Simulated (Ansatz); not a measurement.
**SiC (P6_3mc)**

Method: Ansatz, DFT PBE, scalar-relativistic, plane waves, PAW.

Plane waves to 420 eV, a k mesh through Γ of 12×12×2 on the computed 16-atom cell and Gaussian smearing (0.02 eV); no spin polarisation.

The structure is relaxed at this level of theory with its symmetry kept.

It takes space group P6_3mc (No. 186, hexagonal). The conventional cell has a = 3.095 Å, b = 3.095 Å, c = 20.242 Å, α = 90.00°, β = 90.00°, γ = 120.00°. Around Si (site symmetry 3m) lie 4 C at 1.90 Å. Si (site symmetry 3m) has 4 C at 1.89 to 1.90 Å as nearest neighbours. Si (site symmetry 3m) has 4 C at 1.90 Å as nearest neighbours. Si (site symmetry 3m) is surrounded by 4 C at 1.89 to 1.90 Å. C (site symmetry 3m) has 4 Si at 1.90 Å as nearest neighbours. C (site symmetry 3m) is surrounded by 4 Si at 1.89 to 1.90 Å. C (site symmetry 3m) has 4 Si at 1.89 to 1.90 Å as nearest neighbours. Around C (site symmetry 3m) lie 4 Si at 1.90 Å.

- Volume per atom: 10.50 Å³
- Formation energy from the elements' standard states (uncorrected): -0.204 eV/atom
- Kohn–Sham band gap: 1.78 eV, indirect from Γ to M
- Löwdin character of the top 1 eV of the valence band: C 2p 82 %, Si 3p 14 %
- Löwdin character of the lowest 1 eV of the conduction band: Si 3p 48 %, C 2s 25 %, C 2p 9 %, unprojected 16 %
- Electron masses at the edge by Cartesian direction of the standard setting (m_e; degenerate bands sorted by energy; no spin-orbit coupling): x: 0.23; y: 0.58; z: 0.52
- Hole masses at the edge by Cartesian direction of the standard setting (m_e; degenerate bands sorted by energy; no spin-orbit coupling): x: 3.7, 0.30, 1.6; y: 3.8, 0.30, 1.6; z: 1.6, 1.6, 0.20
- Bulk modulus: 213 GPa
- Its pressure derivative: 3.9
- Electronic dielectric constant xx, yy, zz of the standard setting (independent particles): 7.3, 7.3, 7.5

Cost: 12 runs of about 75 core-minutes in all, on AMD EPYC (Zen 3) (shared hosts).